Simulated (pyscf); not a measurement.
methane (CH₄) + Cl–ZnH → H₃C–Zn–Cl + hydrogen (H₂), a four-centre exchange (singlet surface; C–H, H–Zn broken, C–Zn, H–H formed). PySCF, gas phase, ωB97X-D3(BJ)/def2-SVP geometries. Energies in kcal/mol from the separated reactants.

Small-basis levels: PySCF, no dispersion term, spherical d functions. AM1 to PM7: differences of heats of formation from MOPAC, which are fitted to 298 K values and so differ in kind from electronic energies by zero-point and thermal terms. GFN2-xTB: tblite. Cost: rough CPU time at the saddle relative to B3LYP/6-31G*+LANL2DZ, from one job on a shared machine.

| level | barrier | reaction energy | cost |
|---|---|---|---|
| HF/3-21G | 60.7 | +1.9 | 0.09 |
| BP86/6-31G*+LANL2DZ | 54.2 | +6.9 | 2 |
| M06-2X/6-31G*+LANL2DZ | 56.1 | +7.4 | 2 |
| PBE/def2-SVP | 47.5 | +7.9 | 2 |
| GFN2-xTB | 80.7 | +34.4 | under 0.02 |
| PM3 | 11.8 | -16.9 | under 0.02 |
| PM7 | 49.5 | +5.3 | under 0.02 |
| ωB97M-D3(BJ)/def2-TZVP | 57.2 | +9.8 | – |

Against the last row the barrier runs from -45.4 (PM3) to +23.5 kcal/mol (GFN2-xTB). ωB97M-D3(BJ)/def2-TZVP has limits of its own. At the saddle there is also a short H–Zn contact that neither side keeps. The same reactants have a lower exit, to H₃C–ZnH + HCl (barrier +48.8 kcal/mol at ωB97M-D3(BJ)/def2-TZVP, against +57.2 kcal/mol here). One saddle was located; it need not be the lowest between these sides. In the def2 sets elements up to Kr have no core potential.
